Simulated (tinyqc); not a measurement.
Inside a calculation. Method: UHF in the sto-6g basis, for H3O+, spin multiplicity 1. One step of it, computed by the program tinyqc.

Task: Orthogonalisation. S = U s U^T; symmetric (Loewdin) form X = U s^(-1/2) U^T, so that X^T S X = 1.

overlap S:
```
,1O 1s,1O 2s,1O 2px,1O 2py,1O 2pz,2H 1s,3H 1s,4H 1s
1O 1s,1.000000,0.231145,0.000000,0.000000,0.000000,0.031448,0.031456,0.031456
1O 2s,0.231145,1.000000,0.000000,0.000000,0.000000,0.331543,0.331596,0.331596
1O 2px,0.000000,0.000000,1.000000,0.000000,0.000000,0.300787,-0.150300,-0.150300
1O 2py,0.000000,0.000000,0.000000,1.000000,0.000000,0.000000,0.260587,-0.260587
1O 2pz,0.000000,0.000000,0.000000,0.000000,1.000000,-0.000500,-0.000500,-0.000500
2H 1s,0.031448,0.331543,0.300787,0.000000,-0.000500,1.000000,0.104837,0.104837
3H 1s,0.031456,0.331596,-0.150300,0.260587,-0.000500,0.104837,1.000000,0.104719
4H 1s,0.031456,0.331596,-0.150300,-0.260587,-0.000500,0.104837,0.104719,1.000000
```

Give: eigenvalues of S; X.

Result:

eigenvalues of S: 0.480  0.575  0.576  0.991  1.000  1.320  1.320  1.739

X:
```
,1O 1s,1O 2s,1O 2px,1O 2py,1O 2pz,2H 1s,3H 1s,4H 1s
1O 1s,1.023,-0.134,0.000,0.000,0.000,0.015,0.015,0.015
1O 2s,-0.134,1.160,0.000,0.000,0.000,-0.179,-0.179,-0.179
1O 2px,0.000,0.000,1.063,0.000,0.000,-0.181,0.090,0.090
1O 2py,0.000,0.000,0.000,1.063,0.000,0.000,-0.157,0.157
1O 2pz,0.000,0.000,0.000,0.000,1.000,0.000,0.000,0.000
2H 1s,0.015,-0.179,-0.181,0.000,0.000,1.092,-0.034,-0.034
3H 1s,0.015,-0.179,0.090,-0.157,0.000,-0.034,1.092,-0.034
4H 1s,0.015,-0.179,0.090,0.157,0.000,-0.034,-0.034,1.092
```
